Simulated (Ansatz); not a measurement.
A nudged elastic band was laid between two geometries of C$_{2}$H$_{6}$N$_{2}$O (11 atoms, charge 0, multiplicity 1).

Method: Ansatz 0.2.0, RHF/6-31G*.

```json
{
 "movable images": "7",
 "climbing image": "yes",
 "spring": "5.0 eV/Å²",
 "optimiser": "quadratic models (default)",
 "start path": "through a guess of the saddle point",
 "force threshold": "0.5 eV/Å",
 "iteration limit": "60",
 "end points": "relaxed"
}
```

First end point:

```xyz
11
Properties=species:S:1:pos:R:3
C -1.193 0.566 0.912
N -0.409 -0.522 0.375
C 0.587 -0.285 -0.514
N 0.760 0.830 -1.071
O 1.307 -1.408 -0.698
H -2.017 0.148 1.476
H -0.612 1.217 1.559
H -1.587 1.159 0.101
H -0.283 -1.329 0.942
H 1.506 0.821 -1.741
H 2.005 -1.254 -1.320
```

Last end point:

```xyz
11
Properties=species:S:1:pos:R:3
C -1.179 0.481 0.832
N -0.282 -0.528 0.298
C 0.718 -0.120 -0.556
N 0.851 1.059 -0.950
O 1.529 -1.127 -0.940
H -1.931 -0.015 1.432
H -0.663 1.220 1.436
H -1.663 0.993 0.015
H 0.036 -1.184 0.980
H 1.576 1.121 -1.640
H 1.072 -1.957 -0.887
```

(1) Which bonds break or form, and what moves?

(2) What energy profile does the band end with?

(3) What is the geometry of the highest image?

Answers

(1) No bond is made or broken. The dihedral N4–C3–O5–H11 goes from 1 to -154°.

(2) The forces met the threshold. The highest image is number 3 of 0 to 8, 0.245 eV above the first end and 0.175 eV above the last; the last end lies 0.070 eV above the first. The threshold of 0.5 eV/Å is loose, so the images may lie well off the minimum-energy path. The order of the stationary point at the top wasn't checked.

```
image  path coordinate (Å)  energy (eV)  dihedral N4–C3–O5–H11 (°)
    0                 0.00        0.000                          1
    1                 0.36        0.040                         23
    2                 0.72        0.155                         54
    3                 1.08        0.245                         86
    4                 1.44        0.239                        119
    5                 1.80        0.200                        147
    6                 2.15        0.152                        175
    7                 2.51        0.094                       -166
    8                 2.87        0.070                       -154
```

(3) 
```xyz
11
Properties=species:S:1:pos:R:3
C -1.142 0.551 0.928
N -0.407 -0.505 0.274
C 0.541 -0.230 -0.659
N 0.709 0.908 -1.156
O 1.237 -1.353 -1.010
H -1.897 0.101 1.559
H -0.503 1.186 1.535
H -1.626 1.170 0.186
H -0.298 -1.371 0.747
H 1.409 0.889 -1.873
H 2.043 -1.404 -0.511
```

The run took 87 s on 1 thread of Arm Neoverse V1, on a shared host, peak memory 0.16 GiB.
